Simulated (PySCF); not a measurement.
NMR data simulated for an unnamed compound:

1H NMR (400 MHz, computed): δ 4.16 (sept, 1H), 1.42 (d, 6H).

13C{1H} NMR (computed): δ 61.0 (CH), 29.6 (CH3).

- B97-2/pcSseg-2 with gauge-including orbitals
- structure optimised with PBE0-D3(BJ)/def2-TZVP
- code: PySCF
- equivalent nuclei averaged, isolated molecule, one conformer, non-relativistic Hamiltonian

Scale: TMS for 1H (σ = 31.64 ppm) and 13C (σ = 185.38 ppm) (reference shieldings calculated alike).

Q: Which of these does the molecule contain: a CH3CH2 unit, a (CH3)2CH unit, a C≡C triple bond, a nitrile?

A: 
- A CH3CH2 unit: no.
- A (CH3)2CH unit: yes (δC 29.6, 61.0; δH 1.42 (d), 4.16 (sept)).
- A C≡C triple bond: no.
- A nitrile: no.

The data belong to `CC(C)Cl`, C₃H₇Cl; they needn't prove each group on their own.

Carbon signals by region: 1 at 50–100 ppm, 1 below 50 ppm.

Carbons that carry Cl, above all several Cl atoms, come out too deshielded, partly because spin–orbit coupling is missing. Shifts are as computed. Against solution values, carbons near 30 ppm lie about +3 ppm off and those near 130 ppm about +7 ppm; carbons on Cl a further +5 ppm. Of 1211 compounds with measured shifts, 218 miss one by over three times the rms of a fit or turn the order of signals round; such compounds aren't used in these exercises. Multiplicities follow the n + 1 count of equivalent neighbours, as no J values were calculated; m marks all less simple cases, F and P coupling included.
